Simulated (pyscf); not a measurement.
Four-centre exchange: O=B–OH + BH₃ -> H₂B–O–B=O + H₂

Gas phase, singlet surface, charge 0. Bonds broken: O1–H4, B5–H6. Bonds formed: O1–B5, H4–H6. Optimised with ωB97X-D3(BJ)/def2-SVP in PySCF.

Transition state (Å):

```xyz
8

O     -0.6507     0.0008     0.4661
B     -1.2324    -1.1746     0.6998
O     -1.7618    -2.2358     0.9392
H     -1.2053     0.8953    -0.1018
B     -0.2093     0.5048    -1.0725
H     -1.1196     1.4492    -1.0232
H      0.8828     1.0015    -1.0231
H     -0.5328    -0.3199    -1.8872
```

One imaginary mode, 1313i cm⁻¹; descent along it reached the two sides named, in the forms told below.

```csv
bond,change,reactant side (Å),saddle,product side
O1–H4,breaks,0.967,1.196,3.1
B5–H6,breaks,1.213,1.313,2.9
O1–B5,forms,1.889,1.678,1.376
H4–H6,forms,2.6,1.078,0.760
```

Electronic energies relative to the separated reactants (kJ/mol):

| level | barrier | reaction energy | reverse barrier |
|---|---|---|---|
| ωB97X-D3(BJ)/def2-TZVP | 45.1 | -114.1 | 159.2 |
| PBE/def2-TZVP | 15.5 | -115.7 | 131.2 |
| r²SCAN/def2-TZVP | 24.9 | -119.2 | 144.1 |
| B3LYP-D3(BJ)/def2-TZVP | 44.0 | -118.5 | 162.5 |
| PBE0-D3(BJ)/def2-TZVP | 26.9 | -112.9 | 139.8 |
| M06-2X/def2-TZVP | 43.0 | -122.3 | 165.3 |
| ωB97M-D3(BJ)/def2-TZVP | 43.8 | -113.6 | 157.4 |
| HF/def2-TZVP | 129.1 | -102.7 | 231.9 |

With ωB97M-D3(BJ)/def2-TZVP energies and thermal terms (ideal gas, 1 atm, RRHO with modes under 100 cm⁻¹ raised to 100, one conformer, R ln 2 for chiral ones without a mode under 150 cm⁻¹), in kJ/mol:

```tsv
T (K)	ΔH‡	ΔG‡	ΔH	ΔG
298	43.9	86.0	-121.2	-115.0
600	42.5	129.4	-118.0	-110.0
900	43.9	172.7	-115.0	-106.6
1200	46.5	215.3	-112.5	-104.3
```

On the reactant side the descent ends in a complex, 20.7 kJ/mol under the separated species and 65.8 kJ/mol under the saddle at ωB97X-D3(BJ)/def2-TZVP. This is the saddle that the search found; another between the same sides may lie lower.
